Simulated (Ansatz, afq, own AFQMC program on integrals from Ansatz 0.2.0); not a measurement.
AlGeH₃, singlet in cc-pVDZ, levels against CCSDT(Q)

```csv
atom,x (Å),y (Å),z (Å)
Ge,0.0032,0.0000,0.6682
Al,-0.0895,0.0000,-1.6463
H,0.8345,1.0566,-0.3987
H,0.8345,-1.0566,-0.3987
H,0.4983,0.0000,-3.2893
```

Connectivity, by distances: Ge–AlH, 2 bridging H.

Basis cc-pVDZ. Noble-gas cores (and the filled d shells of Ga–Kr and In–Xe) are frozen. Integrals, coupled cluster, full CI and functionals: Ansatz 0.2.0; the random walks run on the same integrals in our own AFQMC program. The CISD trial takes its coefficients from CCSD amplitudes. Released means that phaseless walkers are propagated on without the constraint, phases kept. Free projection: walkers drawn from exp(T), propagated without any constraint. Its projection time is finite, and what remains of the start isn't in its error. Error bars are statistical, one sigma. No spin–orbit coupling.

Determinant: RHF, the one that the program's search chose, which needn't be the lowest solution. The geometry is a point of a scan.

No full CI on the walks' own integrals is used here; CCSDT(Q) serves as the reference and is uncertain by about the last step of the cluster series.

Cautions: no relativity below Rb; no spin-orbit coupling; inner d shell frozen; the released energies are still falling, so no released level is given (meV from the phaseless value at times in 1/Eh: 4 ± 17 at 0.24, 4 ± 14 at 0.51, -12 ± 11 at 0.99, -18 ± 12 at 1.62, -26 ± 14 at 2.40), though the last usable value meets CCSDT(Q) within the noise.

* T1 diagnostic: 0.0181
* weight of the determinant in the CISD state: 0.855
* size of the correlated space: 10 electrons in 41 orbitals

Reference: CCSDT(Q), correlation energy -5.692 eV.

| level | E − E(reference) (kJ/mol) | share of correlation (%) |
| --- | --- | --- |
| HF | 549.2 | 0.00 |
| MP2 | 118.6 | 78.41 |
| CCSD | 25.2 | 95.42 |
| CCSD(T) | 4.8 | 99.13 |
| CCSDT | 1.4 | 99.75 |
| ph-AFQMC/HF | 6.2 ± 4.0 | 98.88 |
| ph-AFQMC/CISD | 1.0 ± 1.6 | 99.81 |
| free AFQMC | -0.5 ± 1.2 | 100.09 |

Free projections are given only where their last times agree within the noise and don't stop above the reference; a slow remainder of the start can still hide under it. A walk keeps the symmetry of its determinant, which the program's search chose and which needn't be the lowest solution, so a lower state of the same spin and another symmetry isn't excluded.
